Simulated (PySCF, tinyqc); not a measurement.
Worked calculation: RHF in the sto-3g basis, for LiH, spin multiplicity 1. The lowest restricted solution is unstable here: a spin-polarised one lies 0.0930 hartree lower (PySCF). One step of it, computed by the program tinyqc.

Problem. Iteration 3: DIIS coefficients. Solve [B -1; -1 0][c; lambda] = [0; -1] for the coefficients, which sum to one.

B (overlaps of the stored error matrices), lower triangle:
```
                1              2              3
1   2.1110443e-01
2  -1.1944982e-01  9.3896841e-02
3  -1.0345317e-02  1.0066650e-02  1.4203685e-03
```

Give: DIIS coefficients.

Solution.

DIIS coefficients: -0.0364  -0.1720  1.2084
